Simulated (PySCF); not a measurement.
hydrazine (H4N2), SMILES NN. Coordinates come from a B3LYP-D3(BJ)/def2-TZVP optimisation.

Computed equilibrium geometry at B3LYP-D3(BJ)/def2-TZVP (PySCF confirms it by a frequency run) as bond lengths and angles, and its point group:
point group C2.
Atoms: N1 N2 H3 H4 H5 H6. Bonds (Å): N1–N2 1.430, N1–H3 1.012, N1–H4 1.015, N2–H5 1.012, N2–H6 1.015. Bond angles (°): N2–N1–H3 107.9, N2–N1–H4 112.5, H3–N1–H4 108.3, N1–N2–H5 107.9, N1–N2–H6 112.5, H5–N2–H6 108.3.
